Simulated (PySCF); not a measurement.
Static polarisabilities and like-pair C6 coefficients by linear response at PBE0/aug-cc-pVTZ (PySCF, frozen core in the response, non-relativistic, gas phase), PBE0-D3(BJ)/def2-TZVP geometries, one conformer each; atomic units unless stated.

```
label      species     α     C6
    P    `FC(F)=O`  18.4  202.8
    Q   `C1=CCOC1`  50.9   1103
    R  `C/C=C/C=O`  57.4   1246
    S  `C(OC=C)=C`  61.5   1340
    T  `C=C(C)C=O`  54.9   1190
```

Question: Estimate the unlike-pair coefficients by the rule C6(AB) = 2·C6(AA)·C6(BB) / [C6(AA)·αB/αA + C6(BB)·αA/αB], and compare with the geometric mean, for PQ, PR, PS, QS, QT, RS, RT and ST.

Answer: 
```tsv
pair	combination rule	geometric mean	ratio
PQ	466	473	0.985
PR	489.4	502.7	0.973
PS	503.8	521.4	0.966
QS	1211	1216	0.996
QT	1145	1146	0.999
RS	1292	1292	1.000
RT	1218	1218	1.000
ST	1261	1263	0.999
```

The rule is exact for one-pole polarisabilities and never exceeds the geometric mean; the two meet where both partners have the same effective excitation energy. These unlike-pair values are estimates, not computed integrals.
